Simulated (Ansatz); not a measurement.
Task: a composite energy at a relaxed geometry of CH₃BCl, SMILES C[B]Cl, with the Python package of Ansatz (0.2.0). Give the script and its output. Use (for the species named): r2SCAN, def2-SVP basis, multiplicity 2, D3BJ dispersion.

```tsv
atom	x (Å)	y (Å)	z (Å)
C	-0.3158	0.3008	-0.2514
B	0.0091	-1.0682	0.3556
Cl	1.6383	-1.3426	1.0999
H	-1.1743	0.7662	0.2632
H	0.4894	1.0416	-0.1730
H	-0.6048	0.2381	-1.3405
```

Script `composite.py`:
```python
"""A composite energy for CH3BCl: DFT geometry, MP2 basis limit, coupled-cluster correction."""

import itertools

import ansatz as az
from ase.data import atomic_numbers, covalent_radii
import numpy as np

BASIS_SET = "def2-SVP"
XC = "r2scan"
VDW = "d3bj"

geometry_ang = [
    ("C", [-0.3158, 0.3008, -0.2514]),
    ("B", [0.0091, -1.0682, 0.3556]),
    ("Cl", [1.6383, -1.3426, 1.0999]),
    ("H", [-1.1743, 0.7662, 0.2632]),
    ("H", [0.4894, 1.0416, -0.173]),
    ("H", [-0.6048, 0.2381, -1.3405]),
]
molecule = az.Crystal.molecule()
for symbol, xyz in geometry_ang:
    molecule = molecule.atom(symbol, xyz)

model = molecule.calculation()
model = model.basis(gaussian=BASIS_SET).functional(XC, dispersion=VDW)
model = model.spin("collinear", total=1)
symbols = [site.symbol for site in molecule.cartesian_sites]
start = np.array([site.position_ang for site in molecule.cartesian_sites], dtype=float)
rep = model.relax(force_tolerance=0.01).run(threads=1).report
end = np.array(rep["positions_ang"])
# pairs closer than 1.2 times the sum of covalent radii, before or after
radius = [covalent_radii[atomic_numbers[s]] for s in symbols]
span = lambda where, i, j: np.linalg.norm(where[i] - where[j])
bonded = [(i, j) for i, j in itertools.combinations(range(len(symbols)), 2) if min(span(start, i, j), span(end, i, j)) < 1.2 * (radius[i] + radius[j])]
print("pair        before    after (A)")
for i, j in bonded:
    print(f"{symbols[i]}{i}-{symbols[j]}{j}".ljust(10), f"{span(start, i, j):8.4f} {span(end, i, j):8.4f}")

minimum = az.Crystal.molecule()
for symbol, place in zip(symbols, end):
    minimum = minimum.atom(symbol, place.tolist())
at_minimum = minimum.calculation().spin("collinear", total=1)
# MP2 extrapolated to the basis limit, plus the small-basis difference CCSD(T) - MP2
level = lambda method, basis: at_minimum.basis(gaussian=basis).correlation(method).run(threads=1).report
small, large, cluster = level("mp2", "cc-pVDZ"), level("mp2", "cc-pVTZ"), level("ccsd_t", "cc-pVDZ")
corr = lambda each: (each["free_energy_ev"] - each["reference_energy_ev"]) / 27.211386246
mp2_limit = (27 * corr(large) - 8 * corr(small)) / 19
pieces = {"HF / cc-pVTZ": large["reference_energy_ev"] / 27.211386246, "MP2 correlation, DZ-TZ limit": mp2_limit, "CCSD(T) - MP2 / cc-pVDZ": corr(cluster) - corr(small)}
for name, value in pieces.items():
    print(f"{name:32s} {value:14.6f} Ha")
print(f"{'sum':32s} {sum(pieces.values()):14.6f} Ha")
print("T1 diagnostic", round(cluster["correlation"]["coupled_cluster"]["t1_diagnostic"], 4))
```

`python composite.py` gives:
```text
DeckWarning: the engine holds no damping parameters fitted to this dispersion correction and functional, so the run takes those fitted to r2scan beside the three-body term, which d3bj leaves out (hamiltonian.dispersion, under Limitations)
pair        before    after (A)
C0-B1        1.5324   1.5491
C0-H3        1.1038   1.1077
C0-H4        1.0969   1.1034
C0-H5        1.1285   1.1006
B1-Cl2       1.8121   1.7447
HF / cc-pVTZ                        -523.825958 Ha
MP2 correlation, DZ-TZ limit          -0.480108 Ha
CCSD(T) - MP2 / cc-pVDZ               -0.047014 Ha
sum                                 -524.353081 Ha
T1 diagnostic 0.0138
```
(Warnings from the package without file and line.)

Reading the output:
- Total energies depend on the basis set; only differences at equal settings carry meaning.
- The sum leaves out core correlation, relativity, the Hartree-Fock basis error and zero-point energy; a DZ-TZ extrapolation is rough.
- The run takes the species as open-shell (spin multiplicity 2), which needn't be its ground state.
- Inner cores stay frozen, so this is valence correlation.
- For Al to Cl the sets with a tight d function, cc-pV(X+d)Z, are usual.
- An extrapolation from small basis sets is rough.
- A dispersion term here runs with damping parameters fitted for another variant or functional.
- Run time: 82 s on 1 thread of Arm Neoverse V2, on a shared host, peak memory 0.34 GiB.
